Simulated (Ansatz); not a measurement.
## Four-centre ligand exchange

Start structure (BH5SO, closed shell), relaxed at PBE0-D4/def2-TZVP:

```json
{"atom": "B1", "x (Å)": "-0.4175", "y (Å)": "-0.1533", "z (Å)": "-0.9736"}
{"atom": "O2", "x (Å)": "0.3912", "y (Å)": "0.7935", "z (Å)": "-1.5065"}
{"atom": "H3", "x (Å)": "0.0435", "y (Å)": "-1.2534", "z (Å)": "-0.8646"}
{"atom": "H4", "x (Å)": "-1.5704", "y (Å)": "0.0826", "z (Å)": "-0.7338"}
{"atom": "H5", "x (Å)": "1.4684", "y (Å)": "-0.1657", "z (Å)": "1.5564"}
{"atom": "S6", "x (Å)": "0.2408", "y (Å)": "0.1670", "z (Å)": "1.9831"}
{"atom": "H7", "x (Å)": "-0.0403", "y (Å)": "1.6461", "z (Å)": "-1.5985"}
{"atom": "H8", "x (Å)": "-0.1157", "y (Å)": "-1.1170", "z (Å)": "2.1374"}
```

The step: BH₃O ([BH2][OH]) + H₂S → BH₃S ([BH2][SH]) + H₂O (still joined by a long B–O bond); bonds formed: B1–S6, O2–H5; bonds broken: H5–S6; bonds weakened to dative contacts: B1–O2. Program: Ansatz 0.2.0. Basis: def2-TZVPP and def2-QZVPP. Cores are frozen in the correlated methods. Extrapolation: Hartree–Fock as exp(−7.88 √X), correlation as X^−2.97. Energies below are by CCSD(T) at an estimated basis limit (MP2 extrapolated from triple and quadruple zeta, plus CCSD(T) − MP2 in triple zeta).

(1) What are the electronic barrier and the energy of the step, from the start structure to the end structure? (Judge from chemistry; the value comes from the calculation.)

No T1 diagnostic of these runs exceeds 0.013.

## Answers

(1) The calculation gives: Barrier 22.82 kcal/mol; step energy 6.13 kcal/mol (uphill); reverse barrier, their difference, 16.68 kcal/mol. Barrier and step energy count from the start structure, the reverse barrier from the end structure.

The saddle point: One imaginary mode of 1113i cm⁻¹.
```tsv
pair	start (Å)	saddle (Å)	end (Å)
B1–S6	3.05	2.05	1.87
O2–H5	3.39	1.35	0.97
B1–O2	1.35	1.52	1.72
H5–S6	1.34	1.54	2.48
```

Zero-point energy (harmonic, PBE0-D4): ZPE is 33.00 kcal/mol at the start and 32.67 kcal/mol at the saddle, so the barrier goes from 22.82 to 22.49 kcal/mol.

Labels in which every atom is bracketed show which atoms are joined, not bond orders.

For scale, one of the runs: CCSD(T)/def2-TZVPP, 174 basis functions, launched by `ansatz run in.yaml --threads 2 --pin off --events-out ev --progress --plain --max-ram 4352MiB`. The run took 13 s on 2 CPU threads of an Intel Xeon 6975P-C (shared host), with 1.7 GiB of host memory at its peak.
